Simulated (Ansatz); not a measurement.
## How far each method lies from UCCSDT(Q) for [H···H···S], triplet

Geometry: a point of a hydrogen-transfer path between rigid fragments, not a stationary point.

```yaml
atoms:
  - { symbol: H, position_ang: [0.0000, 0.0000, -1.2237] }
  - { symbol: H, position_ang: [0.0000, 0.0000, -0.3007] }
  - { symbol: S, position_ang: [0.0000, 0.0000, 1.5243] }
```

Basis cc-pVTZ; Ansatz 0.2.0. Correlated methods freeze the noble-gas cores, which leaves 8 electrons in 57 orbitals. R marks a restricted (for open shells ROHF) determinant, U an unrestricted one. Active spaces: valence = (8e, 6o) chosen from the atoms' valence shells.

Full CI isn't at hand for all of this; UCCSDT(Q) serves as the reference, and is uncertain by about the last step of the cluster series. The frozen core follows each run's orbitals, which can shift R against U totals by a few meV.

For open shells CISD is restricted-active-space CI with the open shells as a complete middle space.

- UHF ⟨S²⟩: 2.039
- T1 diagnostic (RCCSD): 0.0256
- largest doubles amplitude (RCCSD): 0.055
- T1 diagnostic (UCCSD): 0.0155

Problem. From what is known of these methods and the diagnostics, rank them by the size of their error in total energy against UCCSDT(Q) in cc-pVTZ, smallest first (an estimate: the text doesn't fix the numbers).
A. NEVPT2 (valence space)
B. MRCISD+Q (valence space)
C. UMP2
D. UHF
E. UCCSD

Solution. B (4.8 kJ/mol), E (18.8 kJ/mol), C (101.3 kJ/mol), A (114.7 kJ/mol), D (515.1 kJ/mol).

All errors are against UCCSDT(Q) in cc-pVTZ. Within each family the higher level lies nearer, as is usual though not guaranteed.

Natural occupations of CASSCF (valence space) about the gap: 2.000 1.999 1.958 1.002 1.000 0.042; effectively unpaired electrons, Σ n²(2−n)², 2.01.
